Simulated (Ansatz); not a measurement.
# What a trial cell of NbAl2 relaxes into

The calculation used Ansatz 0.2.0, DFT PBE, scalar-relativistic, plane waves, PAW. Cutoff 420 eV, Γ-centred k mesh, Gaussian smearing, no spin polarisation in the final step.

This is the end of a relaxation of cell and atoms.

```
Al Nb
1.0
     4.80214    0.00000    0.00000
     0.00000    4.80214    0.00000
     0.00000    0.00000    2.78299
Al Nb
2 1
Direct
  0.50000 0.00000 0.00000
  0.00000 0.50000 0.00000
  0.00000 0.00000 0.50000
```

The zero of energy is the elements' standard structures at the same level; no fitted shifts are applied.

Problem. What space group does it have?

Solution. P4/mmm (No. 123). Conventional cell: a = 4.802 Å, c = 2.783 Å. Al has 4 Nb at 2.78 Å, 2 Al at 2.78 Å and 4 Al at 3.40 Å; around Nb lie 8 Al at 2.78 Å and 2 Nb at 2.78 Å.

Problem. What is its formation energy per atom?

Solution. 0.03 eV/atom.

Problem. Is it a metal?

Solution. Yes, bands cross the Fermi level on the 10×10×16 mesh.

The final run used a 10×10×16 mesh on its 3-atom cell and 0.10 eV smearing. The k mesh leaves about 4 meV/atom of noise in metals. The cell came from a trial start, so NbAl2 may not exist in this structure.

Cost: 3 runs of about 0.68 core-minutes in all, on Intel Xeon 6975P-C (Granite Rapids) (shared hosts).